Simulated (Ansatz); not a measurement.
C₂H₆Si⁺, that is Si(vinyl)H3 with one electron fewer, relaxed as a doublet with UKS PBE-D4/def2-TZVP in Ansatz, starting from the PBE-D4/def2-TZVP geometry of the neutral singlet. Force threshold 0.02 eV/Å.

Start:

```xyz
9

Si    0.638   -1.125   -0.066
C    -0.552    0.231    0.418
C    -0.568    1.442   -0.157
H    -1.277    0.029    1.216
H     0.129    1.707   -0.958
H    -1.273    2.222    0.144
H     1.513   -0.637   -1.177
H    -0.102   -2.346   -0.518
H     1.492   -1.523    1.098
```

Task: Estimate the energy that the relaxation releases and the steps that it takes.

Result: 0.40 eV, in 17 steps; 19 s on 4 threads of Arm Neoverse V1 on a shared host. No frequencies were taken in this run, so the end may be a saddle point.

Task: Does the start keep its bonding and symmetry?

Result: By distances, no bond broke or formed. The bond that changes most is Si1–C2, from 1.87 to 1.92 Å (atoms count from 1).

Task: Predict the relaxed structure.

Result: 
```csv
atom,x (Å),y (Å),z (Å)
Si1,0.801,-1.114,-0.024
C2,-0.527,0.205,0.423
C3,-0.650,1.383,-0.241
H4,-1.147,-0.036,1.301
H5,-0.415,1.500,-1.308
H6,-0.937,2.302,0.293
H7,1.800,-0.542,-0.958
H8,-0.228,-1.988,-0.724
H9,1.304,-1.709,1.238
```
Bond lengths: 1 × C–Si 1.92 Å; 1 × C–C 1.36 Å; 3 × H–Si 1.48 to 1.52 Å; 3 × C–H 1.10 Å.
